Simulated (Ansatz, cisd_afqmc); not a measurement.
System: H2S, charge 1, doublet. H2S+ (parent SMILES S, doublet).
B3LYP-D3(BJ)/def2-TZVP minimum from Ansatz (a program for electronic structure):
```xyz
3

S      0.0008     0.0010     0.1042
H     -0.0001     0.9820    -0.8435
H     -0.0127    -0.9982    -0.8242
```
Charge +1, spin multiplicity 2.

Total energies in cc-pV(T+d)Z, 7 correlated electrons, 5 frozen orbitals. UHF or UKS for unpaired electrons; spin-orbit terms are left out. Cores are frozen in correlated methods. No relativity. AFQMC is phaseless with a CISD trial state; ± is one standard error, without the phaseless bias. Outlying blocks are dropped, and bars are widened where a walk drifts. Over all cases where full CI ran beside it in this data, AFQMC minus full CI had a median of +0.1 mEh and passed +0.4 mEh in a tenth of the cases.

```json
[
 {"method": "HF", "program": "Ansatz", "energy (Eh)": "-398.37672", "minus CCSDT(Q) (mEh)": "184.07"},
 {"method": "MP2", "program": "Ansatz", "energy (Eh)": "-398.52644", "minus CCSDT(Q) (mEh)": "34.34"},
 {"method": "CCSD", "program": "Ansatz", "energy (Eh)": "-398.55390", "minus CCSDT(Q) (mEh)": "6.89"},
 {"method": "CCSD(T)", "program": "Ansatz", "energy (Eh)": "-398.55972", "minus CCSDT(Q) (mEh)": "1.07"},
 {"method": "CCSDT(Q)", "program": "Ansatz", "energy (Eh)": "-398.56079", "minus CCSDT(Q) (mEh)": "0.00"},
 {"method": "AFQMC/CISD", "program": "cisd_afqmc", "energy (Eh)": "-398.5609 ± 0.0002", "minus CCSDT(Q) (mEh)": "-0.2 ± 0.2"}
]
```

Rough core times of Ansatz's runs on a shared machine: CCSD(T) under 20 s, CCSDT(Q) 90 s.
